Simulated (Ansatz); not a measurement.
Ideal-gas functions of C₃H₃ClO, SMILES `C=CC(=O)Cl` at 600 K and 1 bar, from an Ansatz frequency run at PBE0-D4/def2-TZVP.

Molar mass 90.51 g/mol, point group Cs (symmetry number 1), electronic degeneracy 1, moments of inertia 54.724, 190.076, 244.799 u Å². Harmonic wavenumbers (cm⁻¹, unscaled): 82, 251, 393, 458, 483, 722, 774, 1000, 1023, 1025, 1093, 1317, 1427, 1690, 1871, 3169, 3230, 3267.

Use S(trans) = R[1.5 ln M + 2.5 ln T − 1.1517]; rotational temperatures θ = 24.2544 K / I; S(rot) = R[ln(√π/σ · √(T³/θAθBθC)) + 1.5]; for each mode x = 1.438777 ν̃/T, S = R[x/(eˣ − 1) − ln(1 − e⁻ˣ)] and H = RT x/(eˣ − 1); 1 cm⁻¹ = 0.0119627 kJ/mol; R = 8.31446 J/(mol·K).

**Question.** By hand: the entropy, in J/(mol·K).

**Answer.** Translation 179.6. Rotation: θ = 0.4432, 0.1276, 0.0991 K, giving 118.6. Vibration, mode by mode: 21.85, 12.66, 9.11, 7.94, 7.54, 4.72, 4.27, 2.79, 2.67, 2.66, 2.34, 1.53, 1.24, 0.74, 0.52, 0.04, 0.03, 0.03, in all 82.7. Electronic 0.0. Sum 380.9 J/(mol·K).

**Question.** By hand: H − E and G − E in kJ/mol, counted from the electronic energy.

**Answer.** Zero-point energy ½ × 23275 × 0.0119627 = 139.2; thermal vibration 26.6; translation, rotation and pV give 4 RT = 20.0. H − E = 185.8 kJ/mol, and G − E = 185.8 − 600 × 380.9/1000 = -42.7 kJ/mol.

Vibration gives 22 % of the entropy, 21.9 J/(mol·K) of it from the mode under 150 cm⁻¹: soft modes count most, and the harmonic formula is weakest for them. The sum counts one conformer and one mirror image; others add a mixing term.
